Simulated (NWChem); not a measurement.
All runs are NWChem calculations. System: P, charge 2, spin multiplicity 2. Its SCF solution wasn't tested for a lower state. Level: UHF/def2-TZVP.

Job file:

```
start mol
memory heap 200 mb stack 900 mb global 1100 mb
charge 2
geometry units angstroms nocenter noautoz
  P      0.000000     0.000000     0.000000
  symmetry group D2h
end
basis spherical
  * library def2-tzvp
end
scf
  uhf
  nopen 1
  maxiter 100
  thresh 1e-7
  semidirect memsize 60000000 filesize 0
  # guess.movecs holds the orbitals of an unrestricted PBE0 run
  vectors input guess.movecs output mol.movecs
end
task scf energy
```

Part of the output:

```
             Northwest Computational Chemistry Package (NWChem) 7.3.0
             --------------------------------------------------------

                                NWChem Input Module
                                -------------------

 Scaling coordinates for geometry "geometry" by  1.889725989
 (inverse scale =  0.529177249)

                             Geometry "geometry" -> ""
                             -------------------------

 Output coordinates in angstroms (scale by  1.889725989 to convert to a.u.)

  No.       Tag          Charge          X              Y              Z
 ---- ---------------- ---------- -------------- -------------- --------------
    1 P                   15.0000     0.00000000     0.00000000     0.00000000

 Effective nuclear repulsion energy (a.u.)       0.0000000000

            Nuclear Dipole moment (a.u.)
            ----------------------------
        X                 Y               Z
 ---------------- ---------------- ----------------
     0.0000000000     0.0000000000     0.0000000000

      Symmetry information
      --------------------

 Group name             D2h
 Group number             26
 Group order               8
 No. of unique centers     1

      Symmetry unique atoms

     1


 Summary of "ao basis" -> "" (spherical)
 ------------------------------------------------------------------------------
       Tag                 Description            Shells   Functions and Types
 ---------------- ------------------------------  ------  ---------------------
 *                         def2-tzvp                  on all atoms

 Summary of "ao basis" -> "ao basis" (spherical)
 ------------------------------------------------------------------------------
       Tag                 Description            Shells   Functions and Types
 ---------------- ------------------------------  ------  ---------------------
 P                         def2-tzvp                13       37   5s5p2d1f

                                 NWChem SCF Module
                                 -----------------

  ao basis        = "ao basis"
  functions       =    37
  atoms           =     1
  alpha electrons =     7
  beta  electrons =     6
  charge          =   2.00
  wavefunction    = UHF
  use symmetry    = T
  symmetry adapt  = T

 Summary of "ao basis" -> "ao basis" (spherical)
 ------------------------------------------------------------------------------
       Tag                 Description            Shells   Functions and Types
 ---------------- ------------------------------  ------  ---------------------
 P                         def2-tzvp                13       37   5s5p2d1f

      Symmetry analysis of basis
      --------------------------

        ag          9
        au          1
        b1g         2
        b1u         7
        b2g         2
        b2u         7
        b3g         2
        b3u         7

 Forming initial guess at       0.0s

   Symmetry analysis of molecular orbitals - initial alpha
   -------------------------------------------------------

  Numbering of irreducible representations:

     1 ag          2 au          3 b1g         4 b1u         5 b2g
     6 b2u         7 b3g         8 b3u

  Orbital symmetries:

     1 ag          2 ag          3 b1u         4 b2u         5 b3u
     6 ag          7 b3u         8 b1u         9 b2u        10 b2g
    11 b1g        12 ag         13 ag         14 b3g        15 ag
    16 b3u        17 b1u

   Symmetry analysis of molecular orbitals - initial beta
[...]
     6     -0.220422  1 P  px

 Vector    8  Occ=0.000000D+00  E=-6.850541D-01  Symmetry=b2u
              MO Center= -2.0D-34,  5.1D-18, -2.5D-19, r^2= 1.5D+00
   Bfn.  Coefficient  Atom+Function         Bfn.  Coefficient  Atom+Function
  ----- ------------  ---------------      ----- ------------  ---------------
    16      0.635882  1 P  py                19      0.264580  1 P  py
    13      0.244092  1 P  py                 7     -0.196219  1 P  py

 Vector    9  Occ=0.000000D+00  E=-6.850541D-01  Symmetry=b1u
              MO Center=  1.8D-35,  6.7D-35, -1.5D-19, r^2= 1.5D+00
   Bfn.  Coefficient  Atom+Function         Bfn.  Coefficient  Atom+Function
  ----- ------------  ---------------      ----- ------------  ---------------
    17      0.635882  1 P  pz                20      0.264580  1 P  pz
    14      0.244092  1 P  pz                 8     -0.196219  1 P  pz

 Vector   10  Occ=0.000000D+00  E=-2.278305D-01  Symmetry=ag
              MO Center=  5.2D-14,  8.9D-15,  4.0D-14, r^2= 1.9D+00
   Bfn.  Coefficient  Atom+Function         Bfn.  Coefficient  Atom+Function
  ----- ------------  ---------------      ----- ------------  ---------------
    30      0.705313  1 P  d  2              28     -0.407213  1 P  d  0
    25      0.231178  1 P  d  2               5     -0.224548  1 P  s
     4      0.162000  1 P  s

                     UHF Final Beta Molecular Orbital Analysis
                     -----------------------------------------

 Vector    4  Occ=1.000000D+00  E=-6.275892D+00  Symmetry=b1u
              MO Center= -1.8D-21, -2.0D-20,  2.6D-16, r^2= 8.2D-02
   Bfn.  Coefficient  Atom+Function         Bfn.  Coefficient  Atom+Function
  ----- ------------  ---------------      ----- ------------  ---------------
     8      0.717126  1 P  pz                11      0.349591  1 P  pz

 Vector    5  Occ=1.000000D+00  E=-6.252526D+00  Symmetry=b3u
              MO Center= -1.3D-18,  7.4D-35,  1.6D-35, r^2= 8.1D-02
   Bfn.  Coefficient  Atom+Function         Bfn.  Coefficient  Atom+Function
  ----- ------------  ---------------      ----- ------------  ---------------
     6      0.718453  1 P  px                 9      0.349471  1 P  px

 Vector    6  Occ=1.000000D+00  E=-1.361871D+00  Symmetry=ag
              MO Center= -2.4D-18,  2.7D-19, -3.5D-17, r^2= 1.0D+00
   Bfn.  Coefficient  Atom+Function         Bfn.  Coefficient  Atom+Function
  ----- ------------  ---------------      ----- ------------  ---------------
     4      0.925211  1 P  s                  3     -0.501058  1 P  s
     5      0.269242  1 P  s

 Vector    7  Occ=0.000000D+00  E=-6.693302D-01  Symmetry=b2u
              MO Center=  1.2D-30, -6.6D-21,  5.0D-30, r^2= 1.6D+00
   Bfn.  Coefficient  Atom+Function         Bfn.  Coefficient  Atom+Function
  ----- ------------  ---------------      ----- ------------  ---------------
    16      0.626115  1 P  py                19      0.278121  1 P  py
    13      0.241618  1 P  py                 7     -0.195077  1 P  py

 Vector    8  Occ=0.000000D+00  E=-6.693302D-01  Symmetry=b1u
              MO Center= -2.4D-31, -2.7D-29,  6.2D-18, r^2= 1.6D+00
   Bfn.  Coefficient  Atom+Function         Bfn.  Coefficient  Atom+Function
  ----- ------------  ---------------      ----- ------------  ---------------
    17      0.626115  1 P  pz                20      0.278121  1 P  pz
    14      0.241618  1 P  pz                 8     -0.195077  1 P  pz

 Vector    9  Occ=0.000000D+00  E=-6.023837D-01  Symmetry=b3u
              MO Center=  1.3D-18,  2.6D-21, -1.3D-20, r^2= 1.7D+00
   Bfn.  Coefficient  Atom+Function         Bfn.  Coefficient  Atom+Function
  ----- ------------  ---------------      ----- ------------  ---------------
    15      0.584789  1 P  px                18      0.334443  1 P  px
    12      0.232322  1 P  px                 6     -0.188896  1 P  px

 center of mass
 --------------
 x =   0.00000000 y =   0.00000000 z =   0.00000000

 moments of inertia (a.u.)
 ------------------
           0.000000000000           0.000000000000           0.000000000000
           0.000000000000           0.000000000000           0.000000000000
           0.000000000000           0.000000000000           0.000000000000

  Mulliken analysis of the total density
  --------------------------------------

    Atom       Charge   Shell Charges
 -----------   ------   -------------------------------------------------------
    1 P   15    13.00   2.01  0.55  1.42  1.57  0.45  4.13  1.72  0.41  0.65  0.09  0.00  0.00  0.00

  Mulliken analysis of the alpha density
  --------------------------------------

    Atom       Charge   Shell Charges
 -----------   ------   -------------------------------------------------------
    1 P   15     7.00   1.00  0.27  0.71  0.79  0.22  2.08  0.85  0.32  0.65  0.09  0.00  0.00  0.00

   Mulliken analysis of the beta density
   -------------------------------------

    Atom       Charge   Shell Charges
 -----------   ------   -------------------------------------------------------
    1 P   15     6.00   1.00  0.27  0.71  0.78  0.23  2.05  0.88  0.08 -0.01  0.00  0.00  0.00  0.00

   Mulliken analysis of the spin density
   -------------------------------------

    Atom       Charge   Shell Charges
 -----------   ------   -------------------------------------------------------
    1 P   15     1.00   0.00  0.00 -0.00  0.02 -0.02  0.04 -0.03  0.24  0.66  0.09  0.00  0.00  0.00

       Multipole analysis of the density wrt the origin
       ------------------------------------------------

     L   x y z        total         alpha         beta         nuclear
     -   - - -        -----         -----         ----         -------
     0   0 0 0      2.000000     -7.000000     -6.000000     15.000000

     1   1 0 0      0.000000      0.000000      0.000000      0.000000
     1   0 1 0      0.000000      0.000000      0.000000      0.000000
     1   0 0 1      0.000000      0.000000      0.000000      0.000000

     2   2 0 0     -5.950240     -4.468291     -1.481949      0.000000
     2   1 1 0     -0.000000     -0.000000     -0.000000      0.000000
     2   1 0 1      0.000000      0.000000      0.000000      0.000000
     2   0 2 0     -4.083752     -2.415357     -1.668394      0.000000
     2   0 1 1      0.000000     -0.000000      0.000000      0.000000
     2   0 0 2     -4.083752     -2.415357     -1.668394      0.000000

 Task  times  cpu:        0.2s     wall:        0.2s

 Total times  cpu:        0.2s     wall:        0.2s
```
